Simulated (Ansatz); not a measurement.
Antifluorite Mg2Sn, treated with BLYP (Ansatz, a program for electronic structure, PAW).

Input:

Ansatz 0.2 input:
```yaml
crystal:
  lattice:
    - [0.0, 3.3951777896, 3.3951777896]
    - [3.3951777896, 0.0, 3.3951777896]
    - [3.3951777896, 3.3951777896, 0.0]
  atoms:
    - { symbol: Mg, position: [0.25, 0.25, 0.25] }
    - { symbol: Mg, position: [0.75, 0.75, 0.75] }
    - { symbol: Sn, position: [0.0, 0.0, 0.0] }
basis:
  ecutwfc: 520
  ecutrho_ratio: 4
  xc_grid: 2
kpoints:
  mp_grid: { grid: [10, 10, 10] }
hamiltonian:
  xc: blyp
  dispersion: none
  pseudopotentials: { kind: paw }
scf:
  occupations: { method: fermi_dirac, width: 0.01 }
  convergence: { dr2_threshold: 0.0000000003 }
output:
  forces: true
  stress: true
  eigenvalues: true
```

Output (set-up and result lines):

```
Crystal: 3 atoms, lattice volume = 78.274 Å³
Basis set: ecut = 520 eV, 2085 PW (Γ), exchange–correlation on 72×72×72 points (8 copies of the dense FFT grid, shifted against one another)
Bands: 21, of which v1, the nominal top of the filled ones, is band 17 counted from 1 (16 counted from 0)
Symmetry: 48 space group operations
Space group: Fm-3m (ITA 225), of the structure as read, at distance tolerance 4.3e-5 Å
k-points: 47 of 1000
Functional: x = b88, c = lyp
SCF iter   1: F=—  HF=-9894.952773 eV  |F-HF|=—  |Δ(HF+E_count)|=         —  Δρ=4.57e-3  dr2=9.56e-3
SCF iter   2: F=—  HF=-9894.951692 eV  |F-HF|=—  |Δ(HF+E_count)|=   1.08e-3  Δρ=2.18e-3  dr2=1.98e-3
  ...
SCF iter   7: F=—  HF=-9894.951960 eV  |F-HF|=—  |Δ(HF+E_count)|=   5.64e-9  Δρ=1.15e-6  dr2=1.03e-9
SCF iter   8: F=-9894.951960 eV  HF=-9894.951960 eV  |F-HF|=5.28e-11  |Δ(HF+E_count)|=  5.49e-10  Δρ=2.04e-7  dr2=5.17e-11
SCF 1 converged in 8 iterations: F = -9894.951960 eV  dr2 = 5.17e-11
SCF converged after 8 iterations
Free energy (F): -9894.951960 eV
Internal energy: -9894.951850 eV  (E = F + TS)
E sigma→0 (E₀):  -9894.951905 eV
Fermi energy:    7.279794 eV
--- Stress (GPa, compression-positive) ---
        1.593226      -0.000000      -0.000000
        0.000000       1.593226      -0.000000
        0.000000       0.000000       1.593226
  P = ⅓ Tr σ = 1.5932 GPa (15.932 kbar)
```

The cell is one volume of an energy–volume scan, off the minimum.

The PAW data were made under PBE.

Note: the gap of the solid is closed in this run. Note: the run finds no gap at this volume, although the solid has one.
